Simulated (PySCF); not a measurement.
# C₂H₂F₂O: geometry, NMR shifts, spin-spin couplings, electronic excitations and core binding energies

What NMR shifts, spin-spin couplings, electronic excitations and core binding energies should C₂H₂F₂O (`O=CC(F)F`) show?

Computed with PySCF 2.14.0, with density-fitted response routines of our own, on a single molecule in the gas phase. Atoms count from 0, in the outputs and in this text.

**1. The starting structure**

7 atoms, charge 0, multiplicity 1; geometry from: MMFF94s. The atoms were then displaced at random by about 0.03 Å, so the start is not that level's minimum.

Bonds of the start (Å): O0–C1 1.28, C1–C2 1.55, C2–F3 1.28, C2–F4 1.34, C1–H5 1.10, C2–H6 1.10.

**2. Geometry optimisation at PBE0-D3(BJ)/def2-SVP**

What the job is given:

```
{"job": {"xc": "PBE0", "basis": "def2-SVP", "d3": "d3bj", "grid": 1, "shake": 0.03, "kind": "geom"}, "charge": 0, "multiplicity": 1}
O      1.735210     0.143510     0.894600
C      0.871960    -0.073850    -0.027930
C     -0.667530     0.056900     0.051480
F     -1.118260    -1.127690    -0.146030
F     -1.105860     0.886180    -0.905260
H      1.246100    -0.418370    -0.998410
H     -0.869760     0.431310     1.063000
```

Started as:

```bash
OMP_NUM_THREADS=1 python probes_run.py task.json out
```

The driver reads the jobs from task.json and runs them one after another.

**Question.** This job is followed by: GIAO PBE0/pcSseg-1 NMR shielding, non-relativistic, gas phase; B3LYP/pcJ-1 indirect spin-spin coupling, non-relativistic, gas phase; TDDFT PBE0/def2-SVPD, vertical, gas phase, core orbitals frozen in the response; GIAO CAM-B3LYP/pcSseg-2 NMR shielding, non-relativistic, gas phase; delta-SCF UKS SCAN, pcX-2 on the ionised atom, pcseg-1 elsewhere, spin-free X2C. Predict these results of the whole session: point group; rotational constants (main isotopes); ¹³C shifts against TMS (PBE0/pcSseg-1); ¹H shifts against TMS (PBE0/pcSseg-1); ¹⁷O shifts against H2O (PBE0/pcSseg-1); ¹⁹F shifts against CFCl3 (PBE0/pcSseg-1, means over atoms taken as alike); surface potential, 1st and 99th percentile; largest coupling of the table (B3LYP/pcJ-1); lowest singlet (PBE0/def2-SVPD); brightest single state of those computed; lowest triplet; vertical ionisation energy (ΔSCF); vertical electron affinity (ΔSCF); O1s binding energies, SCAN/pcX-2; C1s binding energies, SCAN/pcX-2 (standing for 1 of 2 atoms); F1s binding energies, SCAN/pcX-2; range of the shift of O0.

As calculated:

```
                                                                 quantity                                             value
                                                              point group                                                Cs
                                     rotational constants (main isotopes)                              9.45, 3.90, 3.03 GHz
                                   ¹³C shifts against TMS (PBE0/pcSseg-1)                                  195.8, 113.2 ppm
                                    ¹H shifts against TMS (PBE0/pcSseg-1)                                    9.49, 5.19 ppm
                                   ¹⁷O shifts against H2O (PBE0/pcSseg-1)                                         721.1 ppm
¹⁹F shifts against CFCl3 (PBE0/pcSseg-1, means over atoms taken as alike)                                        -142.9 ppm
                                    surface potential, 1st and 99th percentile                                -1.12 V and 1.42 V
                              largest coupling of the table (B3LYP/pcJ-1)                           ²J(F,F) F3–F4, 365.3 Hz
                                          lowest singlet (PBE0/def2-SVPD)                       4.05 eV (306 nm), f = 0.000
                                 brightest single state of those computed                       state 9, 9.42 eV, f = 0.124
                                                           lowest triplet                                           3.35 eV
                                        vertical ionisation energy (ΔSCF)                                          11.05 eV
                                        vertical electron affinity (ΔSCF)  -0.41 eV (unbound: the value hangs on the basis)
                                         O1s binding energies, SCAN/pcX-2                                      O0 539.61 eV
             C1s binding energies, SCAN/pcX-2 (standing for 1 of 2 atoms)                                      C2 296.46 eV
                                         F1s binding energies, SCAN/pcX-2                                      F3 694.11 eV
                                                 range of the shift of O0                                709.7 to 721.1 ppm
```

In words: The start was shaken at random, so part of the energy gained undoes that. Relaxing lowered the energy by 0.498 eV in 5 steps; the close pair that moved most is O0–C1, from 1.282 to 1.196 Å. C1 (aldehyde carbonyl carbon) lies farthest downfield among carbon, at 195.8 ppm; the double bond to the heteroatom, with no lone-pair donor beside it, deshields it most. At PBE0/pcSseg-1: The widest tensor belongs to O0: span 1417 ppm, with a paramagnetic part of -784 ppm. At PBE0/pcSseg-1, counted by nearest atom on the grid, the HOMO lies on O0 58 %; H5 14 %, the LUMO on C1 42 %; O0 34 %. Density functionals describe couplings to fluorine poorly, F–F couplings above all, so those rows are rough. The first singlet state (HOMO→LUMO 0.99) lies at 4.05 eV and is dark; of the 10 states computed, the strongest absorption comes from state 9 at 9.42 eV. The lowest triplet lies 0.70 eV below the lowest singlet (triplets in Tamm-Dancoff, singlets in full TDDFT). The orbital energy would give 8.47 eV for ionisation, ΔSCF gives 11.05 eV. In ppm, O0 moves most: its shift spreads over 11.5 ppm, from 709.7 (CAM-B3LYP/pcSseg-2) to 721.1 (PBE0/pcSseg-1). Part of that comes from the computed reference.
